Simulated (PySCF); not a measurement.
P₅ (charge -1).
SMILES with atom numbers: `[p:1]1[p:2][p:3][p-:4][p:5]1`

Geometry (PBE0-D3(BJ)/def2-SVP, Å), atoms numbered from 1 in this order:
```xyz
5
P5 angstrom
P      0.112    1.779    0.024
P     -1.095    0.616   -1.246
P     -0.779   -1.408   -0.770
P      0.623   -1.495    0.795
P      1.173    0.474    1.288
```

Probes without a nucleus sit at each ring's centroid and 1 Å off its mean plane on both sides; NICS is minus the shielding there, NICSzz its component along the normal. Level: GIAO B3LYP/pcSseg-2 (PySCF, non-relativistic, gas phase) on the PBE0-D3(BJ)/def2-SVP geometry, one conformer.

Ring bond lengths (Å): P1–P2 2.103, P2–P3 2.103, P3–P4 2.103, P4–P5 2.103, P5–P1 2.104.

**Question.** Give the NICS values of each ring in ppm.

**Answer.** 
```json
{"ring": "P1–P2–P3–P4–P5", "type": "5-membered ring with 5 P; formal bonds all aromatic", "NICS(0)": "-17.7", "NICS(1), two faces": "-16.8 / -16.8", "NICS(1)zz, two faces": "-41.2 / -41.2", "rms pucker (Å)": "0.00", "centre to ring atoms, mean (Å)": "1.79"}
```

**Question.** What can be read from them?

**Answer.** 
- P1–P2–P3–P4–P5: mean NICS(1)zz -41.2 ppm, shielded.

**Question.** What field does 9.4 T along the ring normal induce along that normal at the first NICS(1) probe listed for ring P1–P2–P3–P4–P5, 1 Å off the ring?

**Answer.** NICSzz × B0 = -41.2 ppm × 9.4 T = -387 μT, against the applied field.

**Question.** How shielded are the nuclei of the rings and their hydrogens (means over atoms taken as equivalent)?

**Answer.** 
| atoms | environment | σ isotropic (ppm) |
| --- | --- | --- |
| P1 (×5) | phosphorus bonded to 2 P | -236.0 |

**Question.** How do the values depend on the level or the medium?

**Answer.** 
```tsv
level	NICS(0), P1–P2–P3–P4–P5	mean NICS(1)zz, P1–P2–P3–P4–P5
B3LYP/pcSseg-2, gas	-17.7	-41.2
PBE0/pcSseg-1, gas	-17.9	-41.0
PBE0/pcSseg-1, IEF-PCM benzene	-17.8	-40.9
```

The geometry is the same throughout; the continuum's cavity takes Bondi-type radii × 1.2.
